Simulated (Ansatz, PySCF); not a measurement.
This Ansatz (a first-principles code) input computes a CCSD(T)/cc-pVDZ energy:

Ansatz 0.2 input:
```yaml
crystal:
  periodic: [false, false, false]
  atoms:
    - {symbol: C, position_ang: [-0.71022460, 0.07832482, 0.06152043]}
    - {symbol: C, position_ang: [0.71022460, -0.07832482, -0.06152043]}
    - {symbol: H, position_ang: [-1.28075570, -0.41847643, -0.79118062]}
    - {symbol: H, position_ang: [-1.08454656, 1.05197896, -0.39815009]}
    - {symbol: H, position_ang: [-1.16860170, -0.11789931, 1.02449045]}
    - {symbol: H, position_ang: [1.08454656, -1.05197896, 0.39815009]}
    - {symbol: H, position_ang: [1.28075570, 0.41847643, 0.79118062]}
    - {symbol: H, position_ang: [1.16860170, 0.11789931, -1.02449045]}
basis:
  gaussian:
    orbitals: cc-pVDZ
total_charge: 1
magnetization: {spin_polarized: true, initial_magnetization: 1}
correlation: {method: ccsd_t, electrons: outside_noble_gas}
```

Task: Write an input for the same energy in PySCF and say what it gives.

Result: 
```python
from pyscf import gto, scf, mp, cc as ccmod

mol = gto.M(
    atom='''
    C    -0.71022460    0.07832482    0.06152043
    C     0.71022460   -0.07832482   -0.06152043
    H    -1.28075570   -0.41847643   -0.79118062
    H    -1.08454656    1.05197896   -0.39815009
    H    -1.16860170   -0.11789931    1.02449045
    H     1.08454656   -1.05197896    0.39815009
    H     1.28075570    0.41847643    0.79118062
    H     1.16860170    0.11789931   -1.02449045
    ''',
    basis='cc-pvdz',
    charge=1,
    spin=1,
    verbose=4,
)

mf = scf.UHF(mol)
mf.conv_tol = 1e-10
mf.max_cycle = 100
mf.kernel()
mo, _, stable, _ = mf.stability(return_status=True)
if not stable:
    mf.kernel(mf.make_rdm1(mo, mf.mo_occ))
mp2 = mp.MP2(mf, frozen=2).run()
cc = ccmod.CCSD(mf, frozen=2)
cc.max_cycle = 100
cc.kernel()
et = cc.ccsd_t()
print(f'E(CCSD(T)) = {cc.e_tot + et:.9f}')
```
It gives -79.15298 Eh, and Ansatz -79.15299 Eh, a difference of 0.01 mEh.
